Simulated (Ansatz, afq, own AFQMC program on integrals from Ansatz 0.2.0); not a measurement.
## SiH$_{2}$O, triplet: AFQMC among the cluster methods

```xyz
4

Si    0.0252   -0.0964    0.5977
O    -0.0947    0.0941   -1.0410
H     0.0797    1.1612    1.4085
H     0.7227    0.0311   -1.5401
```

Connectivity, by distances: SiH–OH.

Basis cc-pVDZ. Noble-gas cores (and the filled d shells of Ga–Kr and In–Xe) are frozen. Ansatz 0.2.0 and our own AFQMC program on the same integrals; the CISD trial comes from CCSD amplitudes, and released means the phaseless constraint is let go. Free projection: walkers drawn from exp(T), propagated without any constraint. Its projection time is finite, and what remains of the start isn't in its error. ± is one standard error of the sampling.

Determinant: UHF, the one that the program's search chose, which needn't be the lowest solution. The geometry is a point of a scan.

No full CI on the walks' own integrals is used here; CCSDT(Q) serves as the reference and is uncertain by about the last step of the cluster series.

Cautions: lower spins were not checked.

The T1 diagnostic is 0.0196 and the weight of the determinant in the CISD state is 0.899. The ⟨S²⟩ of the determinant is 2.005. The size of the correlated space is 12 electrons in 36 orbitals.

Reference: CCSDT(Q), correlation energy -7.656 eV. The released energy is read at 2.40 1/Eh (meV from the phaseless value at times in 1/Eh: -6 ± 12 at 0.24, -16 ± 15 at 0.51, -14 ± 14 at 0.99, -15 ± 15 at 1.62, -33 ± 21 at 2.40).

```
         level  E − E(reference) (kJ/mol)  share of correlation (%)
            HF                      738.7                      0.00
           MP2                       70.6                     90.45
          CCSD                       19.9                     97.30
       CCSD(T)                        3.7                     99.50
         CCSDT                        1.9                     99.75
   ph-AFQMC/HF                -12.4 ± 7.8                    101.68
 ph-AFQMC/CISD                  1.8 ± 1.4                     99.76
released AFQMC                 -1.5 ± 2.0                    100.20
    free AFQMC                 -0.1 ± 1.6                    100.02
```

Free projections are given only where their last times agree within the noise and don't stop above the reference; a slow remainder of the start can still hide under it. Released energies are given only where the last usable release times agree within the noise; a slower fall can still hide under it.
